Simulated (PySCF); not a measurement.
**How methods differ on the ionisation energy of Al**

Al [Ne] 3s2 3p1 (2P) → Al⁺ [Ne] 3s2 (1S), as a difference of total energies. Computed with PySCF 2.14 in aug-cc-pCVTZ-DK (8s7p5d3f, 75 functions), with scalar relativity by spin-free X2C-1e. Correlated levels: nothing frozen. The calculations carry no spin-orbit coupling.

```tsv
method	ionisation energy (eV)	plus first-order spin-orbit estimate	error of that sum (eV)
UHF	5.589	5.597	-0.389
MP2 (all electrons)	5.796	5.803	-0.183
SCS-MP2 (all electrons)	5.784	5.792	-0.194
CCSD (all electrons)	5.898	5.906	-0.080
CCSD(T) (all electrons)	5.924	5.932	-0.054
```

Reference: 5.986 eV (measured; NIST Atomic Spectra Database, ionization energies).

A first-order spin-orbit estimate (lowest level to lowest level, LS coupling) adds 0.008 eV.

Errors of the correlated levels include the incompleteness of this basis.
